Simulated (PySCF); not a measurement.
Atom-mapped SMILES (the numbers label the heavy atoms): `[CH:1]#[SiH:2]` (H(Xn): hydrogen on atom n).

Geometry: PBE0-D3(BJ)/def2-TZVP; GIAO absolute shieldings from PySCF 2.14, gas phase, non-relativistic, averaged over equivalent atoms.

At PBE0/pcSseg-2 (107 basis functions, 5 s wall time on 1 thread of an Arm Neoverse V1, shared host):
```json
{"atoms": "C1", "σ (ppm)": "-86.8"}
{"atoms": "Si2", "σ (ppm)": "506.1"}
{"atoms": "H(C1)", "σ (ppm)": "23.31"}
{"atoms": "H(Si2)", "σ (ppm)": "27.55"}
```

Question: Predict the values at KT3/pcSseg-2 on the same geometry.

Answer: 
```tsv
atoms	σ at KT3/pcSseg-2	change
C1	-39.1	+47.7
Si2	513.4	+7.3
H(C1)	24.89	+1.58
H(Si2)	27.91	+0.36
```

The largest change is at C1 (carbon bonded to Si, H). Cost: 107 basis functions, 3.5 s wall time on 1 thread of an Arm Neoverse V1, shared host.
